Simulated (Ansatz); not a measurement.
C2H4N2 (`N=CC=N`), relaxed with RKS PBE0-D4/def2-TZVP in Ansatz 0.2.0 from a PBE-D4/def2-SVP geometry. The force threshold is 0.005 eV/Å; the program also tests the step.

Total charge 0; spin multiplicity 1.

Start:

```xyz
8

N     1.463   -0.756   -0.277
C     0.596    0.167   -0.477
C    -0.709    0.211    0.253
N    -1.039   -0.672    1.120
H     2.286   -0.590   -0.884
H     0.734    1.009   -1.200
H    -1.353    1.079   -0.034
H    -1.977   -0.448    1.498
```

```
step  energy (eV)  largest force (eV/Å)  largest move (Å)
   1   -5113.5241                 1.173             0.000
   2   -5113.5700                 0.369             0.021
   3   -5113.5741                 0.051             0.007
   4   -5113.5744                 0.022             0.006
   5   -5113.5745                 0.008             0.002
   6   -5113.5745                 0.003             0.001
```

End:

```xyz
8

N     1.446   -0.739   -0.280
C     0.592    0.171   -0.476
C    -0.706    0.214    0.249
N    -1.032   -0.656    1.104
H     2.265   -0.594   -0.869
H     0.736    0.993   -1.189
H    -1.346    1.063   -0.026
H    -1.955   -0.453    1.488
```

Run time 12 s (2 threads of an Arm Neoverse V2 on a shared host); peak host memory 0.25 GiB.
